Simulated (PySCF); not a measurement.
How close is B3LYP for phthalazine radical anion?

What was measured: a(1H H14/H15) -5.91 G [1]; a(1H H13/H16) -4.64 G [1]; a(1H H11/H12) -2.14 G [1]; a(14N N6/N7) 0.88 G [1]. Sources and the comparison follow the method.

Phthalazine radical anion, C8H6N2 (charge -1 and doublet state).
Z-matrix (Å and degrees, PBE0-D3(BJ)/def2-SVP geometry), rows numbered from 1:
```
C 
C   1  1.3872
C   2  1.4128  1  120.41
C   3  1.4131  2  120.27  1    -0.03
C   4  1.4194  3  125.56  2  -179.97
N   5  1.3425  4  125.25  3   179.95
N   6  1.3122  5  119.62  4     0.03
C   7  1.3427  6  119.62  5     0.00
C   8  1.4193  7  125.27  6    -0.03
C   1  1.4127  2  120.45  3     0.01
H   1  1.0953  2  119.92  3   179.98
H   2  1.0953  1  119.95  3  -179.98
H   3  1.0946  2  120.59  1   179.98
H   5  1.0976  4  119.44  3    -0.04
H   8  1.0976  7  115.30  6   179.98
H  10  1.0946  1  120.59  2  -179.99
```

As a line formula: phthalazine radical anion, `c1c2ccccc2cnn1` [SMILES of the parent framework; charge -1 and doublet state].

Method: UKS B3LYP, IGLO-III on C N, pcH-1 on H, non-relativistic, mean-field spin-orbit, GIAO in PySCF. Whether the extra electron is bound in the gas phase wasn't checked; a finite basis holds it in any case. The geometry's basis has no diffuse functions, a weakness for an anion. No stability test was run, so a lower SCF solution isn't excluded. No frequencies were computed at this geometry's level, so the symmetric structure isn't shown to be a minimum.

```
   nucleus  computed a_iso (MHz)  published  in MHz  difference of magnitudes (MHz)  source
1H H14/H15                 -17.4    -5.91 G   -16.6                            +0.8     [1]
1H H13/H16                 -17.8    -4.64 G   -13.0                            +4.8     [1]
1H H11/H12                  -5.9    -2.14 G    -6.0                            -0.1     [1]
 14N N6/N7                   2.0     0.88 G     2.5                            -0.5     [1]
```

Values published in field units are turned into MHz with the computed g_iso.

Sources: [1] measured, solution or matrix (EPR); Pople, Beveridge, Approximate Molecular Orbital Theory, McGraw-Hill 1970 (compilation of measured values).

In relative terms the largest miss is 1H H13/H16, by 37 %. The measured numbers hold vibrational averaging and, outside the gas phase, effects of the matrix or solvent; the computed ones belong to one rigid, isolated geometry and carry the errors of functional and basis. An EPR spectrum gives magnitudes, so published signs often rest on theory.

The largest Mulliken spin populations are on C10 (+0.27), C3 (+0.27), C5 (+0.27) and C8 (+0.27). Four atoms exceed +0.15. The positive populations add up to 1.21 and the negative ones to -0.21, together 2S = 1.

⟨S²⟩ = 0.7609 against the exact 0.7500, so spin contamination is small.

On one thread, x86-64 server, on a shared host, this took 95 s wall.
